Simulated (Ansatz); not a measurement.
## BN, triplet in 6-31G: errors against full CI

Geometry: a PBE0/def2-TZVP stationary point for this spin.

```xyz
2

B     0.0000    0.0000    0.0000
N     0.0000    0.0000    1.3155
```

Basis 6-31G; Ansatz 0.2.0. Only valence electrons are correlated (noble-gas cores frozen), which leaves 8 electrons in 16 orbitals. R marks a restricted (for open shells ROHF) determinant, U an unrestricted one. Active spaces: valence = (8e, 8o) chosen from the atoms' valence shells.

Full CI is exact within this basis and frozen core; it isn't the basis-set limit. The frozen core follows each run's orbitals, which can shift R against U totals by a few meV.

The UHF ⟨S²⟩ is 2.074 and the T1 diagnostic (RCCSD) is 0.0398. The largest doubles amplitude (RCCSD) is 0.115 and the T1 diagnostic (UCCSD) is 0.0490.

Task: From what is known of these methods and the diagnostics, rank them by the size of their error in total energy against full CI in 6-31G, smallest first (an estimate: the text doesn't fix the numbers).
A. RMP2
B. UCCSDTQ
C. UCCSDT
D. NEVPT2 (valence space)
E. BCCD(T)

Result: B (0.0 kJ/mol), C (1.1 kJ/mol), E (5.3 kJ/mol), D (33.2 kJ/mol), A (58.2 kJ/mol).

All errors are against full CI in 6-31G. Within each family the higher level lies nearer, as is usual though not guaranteed.

The full-CI state has the irrep B2 of C2v, in the program's axes (one component, if the state is degenerate).

Natural occupations of full CI about the gap: 1.979 1.943 1.909 1.005 0.978 0.088 0.042 0.021 0.012 0.007; effectively unpaired electrons, Σ n²(2−n)², 2.08.
